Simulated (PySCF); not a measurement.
Compound: CH₃P.
Geometry (PBE0-D3(BJ)/def2-SVP, Å), atoms numbered from 1 in this order:
```
atom  x, y, z in Å
C1    -0.3840    0.0567   -0.2334
P2     1.0390   -0.7580    0.0614
H3    -0.4652    1.0463   -0.6946
H4    -1.3342   -0.4131    0.0457
H5     1.9378    0.2334   -0.4601
```

The closed-shell ground state was solved at several levels (PySCF, density fitting, gas phase, non-relativistic).

```
              level  basis functions  HOMO (eV)  LUMO (eV)  gap (eV)  dipole (D)
CAM-B3LYP/def2-SVPD               68      -9.04      -0.61      8.43        0.87
   wB97X-D/pcSseg-2              121      -9.65      -0.10      9.55        0.98
```

What might PBE0/pcSseg-1 (56 basis functions) give for the same quantities?

HOMO -7.85 eV, LUMO -1.79 eV, gap 6.06 eV, dipole 1.03 D.

Over all these levels, which gives the widest orbital gap and which the narrowest?

wB97X-D/pcSseg-2 (range-separated hybrid) has the widest, 9.55 eV, and PBE0/pcSseg-1 (global hybrid, 25 % exact exchange) the narrowest, 6.06 eV. Functional and basis both differ between the two, so the spread mixes both effects.

How far do the dipole and the HOMO energy spread over the levels?

The dipole runs from 0.87 to 1.03 D (mean 0.96 D) and the HOMO from -9.65 to -7.85 eV.
